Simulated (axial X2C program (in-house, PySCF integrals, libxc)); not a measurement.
Spin–orbit effects along a row: molecules with Mg (ions), PBE0

Calculated with an in-house relativistic program for diatomic molecules, spin-free (one-electron X2C) or two-component (2c: spin–orbit coupling with atomic mean-field Coulomb and Gaunt terms, which also bring small scalar terms), in Dyall basis sets with cores contracted in-house; open shells are unrestricted.

Basis sets: Cl dyall-av3z, Mg dyall-cv3z, Mg dyall-v3z, Na dyall-v3z, P dyall-v3z, S dyall-av3z, Si dyall-v3z.

```json
{"molecule": "NaMg⁺", "spin-free state": "M_S = 0, Λ = 0", "Re (Å)": "3.197", "ωe (cm⁻¹)": "155.0", "De (eV)": "0.65", "2c state": "Ω = 0", "Re 2c (Å)": "3.197", "ωe 2c (cm⁻¹)": "154.9", "De 2c (eV)": "0.65"}
{"molecule": "MgSi⁺", "spin-free state": "M_S = 1/2, Λ = 1", "Re (Å)": "2.699", "ωe (cm⁻¹)": "279.3", "De (eV)": "1.75", "2c state": "Ω = 1/2", "Re 2c (Å)": "2.699", "ωe 2c (cm⁻¹)": "279.1", "De 2c (eV)": "1.76"}
{"molecule": "MgP⁺", "spin-free state": "M_S = 1, Λ = 0", "Re (Å)": "2.440", "ωe (cm⁻¹)": "360.1", "De (eV)": "1.50", "2c state": "Ω = 1", "Re 2c (Å)": "2.440", "ωe 2c (cm⁻¹)": "359.9", "De 2c (eV)": "1.50"}
{"molecule": "MgS⁺", "spin-free state": "M_S = 1/2, Λ = 1", "Re (Å)": "2.238", "ωe (cm⁻¹)": "481.6", "De (eV)": "1.97", "2c state": "Ω = 3/2", "Re 2c (Å)": "2.238", "ωe 2c (cm⁻¹)": "481.2", "De 2c (eV)": "1.99"}
{"molecule": "MgCl⁺", "spin-free state": "M_S = 0, Λ = 0", "Re (Å)": "2.104", "ωe (cm⁻¹)": "559.9", "De (eV)": "3.13", "2c state": "Ω = 0", "Re 2c (Å)": "2.104", "ωe 2c (cm⁻¹)": "559.7", "De 2c (eV)": "3.12"}
```

(1) Work out the shifts from the spin-free to the two-component result.

Fragments in 2c: Mg + Na+, Si + Mg+, P + Mg+, S + Mg+, Cl + Mg+. Each entry is the lowest single determinant of a limited PBE0 search at one distance. De goes to single-determinant-based atoms at the same level (for ions the charge split of lowest energy) and is withheld (n/a) where an atom does not fit its ground term or J level. Main or longest-lived isotopes. One determinant is a doubtful description, or other states lie close, for MgSi⁺, MgP⁺; these need not be ground states, and all values refer to the states named. Some open-shell Ω = 0 determinants are out of reach, so the Ω given for MgP⁺ need not be the lowest component. With several unpaired electrons the Ω given is that of one determinant, not necessarily of the lowest component. Some light 2c atoms are not at their ground J level, so De misses part of their lowering (0.04 eV or less). The functionals have no current term, which raises determinants with orbital currents.

## Answers

(1) 

```csv
molecule,2c state,ΔRe (Å),Δωe (cm⁻¹),ΔDe (eV)
NaMg⁺,Ω = 0,0.000,-0.1,0.00
MgSi⁺,Ω = 1/2,0.000,-0.2,0.01
MgP⁺,Ω = 1,0.000,-0.2,0.00
MgS⁺,Ω = 3/2,0.000,-0.4,0.02
MgCl⁺,Ω = 0,0.000,-0.2,-0.01
```

Shifts of one unit in the last digit are rounding.
